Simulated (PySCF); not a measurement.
**Ionisation energy of Li by level of theory**

Li [He] 2s1 (2S) → Li⁺ 1s2 (1S), as a difference of total energies. All numbers are calculated (PySCF 2.14, no relativity, point nucleus, in cc-pVDZ). The calculations carry no spin-orbit coupling.

| method | ionisation energy (eV) |
| --- | --- |
| UHF | 5.342 |
| BP86 | 5.554 |
| M06-2X | 5.400 |

For comparison: 5.392 eV (measured; NIST Atomic Spectra Database, ionization energies).
